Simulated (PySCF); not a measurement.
Compound: protonated nitrous oxide, HN2O (charge +1).
Geometry (PBE0-D3(BJ)/def2-SVP, Å), atoms numbered from 1 in this order:
```xyz
4
HN2O angstrom
N     -0.4299   -0.0156    0.5295
N      0.6458    0.1584    0.8477
O      1.7171    0.1997    1.2000
H     -1.2542    0.4602    0.1231
```

Method: core-valence-separated Tamm–Dancoff BHandHLYP/aug-pcX-1 (pcseg-1 on H) in PySCF, non-relativistic, gas phase, PBE0-D3(BJ)/def2-SVP geometry. Absolute energies from this functional tend to lie a few eV below measured edges; no shift was applied.

The lowest roots of each edge with f over 0.003 (five at most, numbered afresh; weaker and dark ones are left out), with transition dipoles (au) in the frame of the coordinates:

| root | edge | E (eV) | μx | μy | μz |
| --- | --- | --- | --- | --- | --- |
| 1 | N | 399.08 | -0.0201 | -0.0574 | 0.0086 |
| 2 | N | 399.36 | -0.0228 | 0.0180 | 0.0672 |
| 3 | N | 401.61 | -0.0065 | -0.0864 | 0.0209 |
| 4 | N | 402.45 | 0.0280 | -0.0221 | -0.0827 |
| 5 | N | 403.83 | -0.0046 | -0.0332 | 0.0073 |
| 6 | O | 531.69 | 0.0002 | -0.0568 | 0.0152 |
| 7 | O | 533.06 | 0.0170 | -0.0134 | -0.0501 |
| 8 | O | 536.91 | -0.0546 | -0.0043 | -0.0174 |
| 9 | O | 540.99 | -0.0268 | 0.0019 | -0.0096 |
| 10 | O | 541.58 | -0.0224 | -0.0100 | -0.0049 |

Problem. What are the oscillator strengths?

Solution. f = (2/3) ΔE |μ|², with ΔE in hartree (27.2114 eV):

```tsv
root	ΔE (Eh)	|μ|² (au)	f	core hole on
1	14.6659	0.003773	0.037	N1
2	14.6761	0.005360	0.052	N1
3	14.7590	0.007944	0.078	N2
4	14.7898	0.008112	0.080	N2
5	14.8404	0.001177	0.012	N1
6	19.5391	0.003457	0.045	O3
7	19.5897	0.002979	0.039	O3
8	19.7310	0.003302	0.043	O3
9	19.8809	0.000814	0.011	O3
10	19.9028	0.000626	0.008	O3
```

Problem. What is the unit vector of the normal of the molecular plane, and which share of each root's |μ|² lies along it?

Solution. (0.31, -0.24, -0.92), up to sign.

| root | core hole on | share along it | final orbital under reflection in the plane |
| --- | --- | --- | --- |
| 1 | N1 | 0.00 | even |
| 2 | N1 | 1.00 | odd |
| 3 | N2 | 0.00 | even |
| 4 | N2 | 1.00 | odd |
| 5 | N1 | 0.00 | even |
| 6 | O3 | 0.00 | even |
| 7 | O3 | 1.00 | odd |
| 8 | O3 | 0.00 | even |
| 9 | O3 | 0.00 | even |
| 10 | O3 | 0.00 | even |

The 1s orbitals of atoms in the plane are even under the reflection, so light polarised along the normal reaches odd orbitals alone (the out-of-plane π set) and light polarised in the plane even ones.

Problem. For fixed molecules, how does the intensity of root 2 change when the electric field is turned 20° away from the normal of the molecular plane?

Solution. Intensity goes as (E·μ)², and μ lies along that direction, so it falls to cos²20° = 0.88 of its maximum; it vanishes at 90°.

Problem. Molecules are fixed in this frame and the field points along y. What effective strengths 3 f cos²θ do the roots have (θ between field and μ)?

Solution. root 1 (N1): 0.096, root 2 (N1): 0.010, root 3 (N2): 0.220, root 4 (N2): 0.014, root 5 (N1): 0.033, root 6 (O3): 0.126, root 7 (O3): 0.007, root 8 (O3): 0.001, root 9 (O3): 0.000, root 10 (O3): 0.004. Root 3 is the strongest. Averaged over all orientations cos²θ is 1/3, which gives f back.

On Arm Neoverse V1, one thread (shared host), this took 1.6 s wall and 0.35 GiB of memory at its peak.
